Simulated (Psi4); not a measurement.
# r2SCAN/def2-TZVPPD run of AlH (SMILES [AlH])

What is the energy change on altering one bond length of AlH at r2SCAN/def2-TZVPPD? 

The calculation is run with Psi4 1.11.

2 further runs of the same task are left out: 2 set aside as unsound or not needed.

## 1. The molecule

AlH has 2 atoms, charge 0, and is taken as a singlet. SMILES: `[AlH]`. The coordinates come from a PBE0-D4/def2-TZVP relaxation.

Bond lengths: Al1–H2 1.665 Å.

## 2. The energy at r2SCAN/def2-TZVPPD

File calc.dat:

```
memory 1.6 GB

molecule geom {
  0 1
  Al
  H 1 R2

  R2 = 1.66475
  symmetry c1
}

set globals {
  puream true
  e_convergence 1e-09
  d_convergence 1e-08
  scf_type pk
  dft_radial_points 99
  dft_spherical_points 590
}

result = energy("r2scan/def2-TZVPPD")
print_variables()
```

Started as:

```bash
$ psi4 -n 1 calc.dat calc.out
```

calc.out:

```text
[...]
  Running in c1 symmetry.
[...]
  Nuclear repulsion =    4.132334427817991
[...]
  Multiplicity = 1
[...]
  Nalpha       = 7
  Nbeta        = 7
[...]
    Number of basis functions: 65
[...]
   @RKS iter   1:  -242.91676180119850   -3.12699e-01   3.76862e-03 ADIIS/DIIS
[...]
   @RKS iter   9:  -242.94177039147829   -3.55271e-12   4.51935e-09 DIIS
[...]
    Orbital Energies [Eh]
    ---------------------
    Doubly Occupied:
       1A    -55.769165     2A     -4.075776     3A     -2.615980
       4A     -2.615980     5A     -2.607030     6A     -0.337237
       7A     -0.186689
[...]
  @RKS Final Energy:  -242.94177039147829
   => Energetics <=
    Nuclear Repulsion Energy =              4.1323344278179910
    One-Electron Energy =                -345.6649478965759954
    Two-Electron Energy =                 117.5043045867369358
    DFT Exchange-Correlation Energy =     -18.9134615094571856
    Empirical Dispersion Energy =           0.0000000000000000
    VV10 Nonlocal Energy =                  0.0000000000000000
    Total Energy =                       -242.9417703914782862
[...]
 Multipole Moments:
 ------------------------------------------------------------------------------------
     Multipole            Electronic (a.u.)      Nuclear  (a.u.)        Total (a.u.)
 ------------------------------------------------------------------------------------
 L = 1.  Multiply by 2.5417464519 to convert [e a0] to [Debye]
 Dipole X            :         -0.0000002            0.0000000           -0.0000002
 Dipole Y            :         -0.0000000            0.0000000           -0.0000000
 Dipole Z            :         -1.5865264            1.5600499           -0.0264765
 Magnitude           :                                                    0.0264765
[...]
```

It took 4.8 s on 1 thread of Intel Xeon 6975P-C (Granite Rapids), shared host; peak memory 0.74 GiB.

## 3. The distorted shape: energy and forces at r2SCAN/def2-TZVPPD

File alh.py:

```python
import psi4

psi4.set_memory(1600000000)
psi4.set_num_threads(1)
psi4.core.set_output_file('run.log', False)

mol = psi4.geometry("""
0 1
Al     0.000000     0.000000    -0.857990
H      0.000000     0.000000     1.639110
units angstrom
symmetry c1
""")

options = {'basis': 'def2-TZVPPD', 'puream': True, 'e_convergence': 1e-09, 'd_convergence': 1e-08, 'scf_type': 'pk', 'dft_radial_points': 99, 'dft_spherical_points': 590}
psi4.set_options(options)

e, wfn = psi4.gradient('r2scan', molecule=mol, return_wfn=True)
psi4.oeprop(wfn, 'MULLIKEN_CHARGES', 'QUADRUPOLE', 'DIPOLE', title='R2SCAN')
print('gradient / Eh bohr^-1')
print(e.np.round(6))
print(f'energy = {wfn.energy():.10f} Eh')
```

Started as:

```bash
$ python alh.py
```

run.log:

```text
[...]
  Running in c1 symmetry.
[...]
  Nuclear repulsion =    2.754917199435345
[...]
  Multiplicity = 1
[...]
  Nalpha       = 7
  Nbeta        = 7
[...]
    Number of basis functions: 65
[...]
   @RKS iter   1:  -242.85517121437877   -3.25454e-01   3.65597e-03 ADIIS/DIIS
[...]
   @RKS iter  10:  -242.89326620390148   -2.24532e-12   3.26474e-09 DIIS
[...]
    Orbital Energies [Eh]
    ---------------------
    Doubly Occupied:
       1A    -55.816917     2A     -4.119511     3A     -2.658714
       4A     -2.658714     5A     -2.653018     6A     -0.311188
       7A     -0.180394
[...]
  @RKS Final Energy:  -242.89326620390148
   => Energetics <=
    Nuclear Repulsion Energy =              2.7549171994353445
    One-Electron Energy =                -342.4963863439742795
    Two-Electron Energy =                 115.6655357220453197
    DFT Exchange-Correlation Energy =     -18.8173327814078704
    Empirical Dispersion Energy =           0.0000000000000000
    VV10 Nonlocal Energy =                  0.0000000000000000
    Total Energy =                       -242.8932662039014758
[...]
  -Total Gradient:
     Atom            X                  Y                   Z
    ------   -----------------  -----------------  -----------------
       1        0.000000000022    -0.000000000004    -0.037664830169
       2       -0.000000000023     0.000000000004     0.037412351273
[...]
 Multipole Moments:
 ------------------------------------------------------------------------------------
     Multipole            Electronic (a.u.)      Nuclear  (a.u.)        Total (a.u.)
 ------------------------------------------------------------------------------------
 L = 1.  Multiply by 2.5417464519 to convert [e a0] to [Debye]
 Dipole X            :          0.0000000            0.0000000            0.0000000
 Dipole Y            :         -0.0000000            0.0000000           -0.0000000
 Dipole Z            :         -3.6757165            2.3400514           -1.3356651
 Magnitude           :                                                    1.3356651
 L = 2.  Multiply by 1.3450342976 to convert [e a0^2] to [Debye ang]
 Quadrupole XX       :         -9.5480425            0.0000000           -9.5480425
 Quadrupole XY       :          0.0000000            0.0000000            0.0000000
[...]
  Mulliken Charges: (a.u.)
   Center  Symbol    Alpha    Beta     Spin     Total
       1    AL     6.36546  6.36546  0.00000  0.26908
       2     H     0.63454  0.63454  0.00000 -0.26908
   Total alpha =  7.00000, Total beta =  7.00000, Total charge = -0.00000
```

The script printed:

```text
gradient / Eh bohr^-1
[[ 0.       -0.       -0.037665]
 [-0.        0.        0.037412]]
energy = -242.8932662039 Eh
```

Run time: 5.7 s. Hardware: 1 thread of Intel Xeon 6975P-C (Granite Rapids), shared host; peak memory 0.71 GiB.

## 4. Outcome

Level: r2SCAN/def2-TZVPPD.

| quantity | value |
| --- | --- |
| first shape: total energy | -242.94177 Eh |
| first shape: dipole moment | 0.07 D |
| first shape: HOMO energy | -5.08 eV |
| first shape: LUMO energy | -2.37 eV |
| first shape: HOMO–LUMO gap | 2.71 eV |
| distorted shape: total energy | -242.89327 Eh |
| distorted shape: dipole moment | 3.39 D |
| distorted shape: HOMO energy | -4.91 eV |
| distorted shape: LUMO energy | -2.87 eV |
| distorted shape: HOMO–LUMO gap | 2.04 eV |
| distorted shape: largest force on an atom | 1.937 eV/Å |
| energy change with the Al1–H2 bond stretched from 1.665 to 2.497 Å | 1.320 eV |

One bond (distorted shape) is far stretched, which a spin-restricted single reference describes badly; a broken-symmetry solution may lie lower. With the Al1–H2 bond stretched from 1.665 to 2.497 Å the energy rises by 1.32 eV (30 kcal/mol). The first shape isn't relaxed at this level, so the change isn't measured from a minimum. A restricted reference can't describe the breaking bond well at this length.
